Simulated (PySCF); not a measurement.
These are PySCF with PBE-D3(BJ)/def2-TZVP // PBE0-D3(BJ)/def2-TZVP values and carry that method's errors. All species are isolated molecules in the gas phase. 

Reference species (SMILES): `C` (neutral, multiplicity 1).

```json
{
 "HOMO": "-9.44 eV",
 "HOMO–LUMO gap": "10.36 eV"
}
```

Changed species: `[SnH4]`.

Q: Predict the effect on the HOMO and HOMO–LUMO gap.

A: the HOMO rises by 1.51 eV, to -7.93 eV; the HOMO–LUMO gap drops by 2.72 eV, to 7.64 eV.
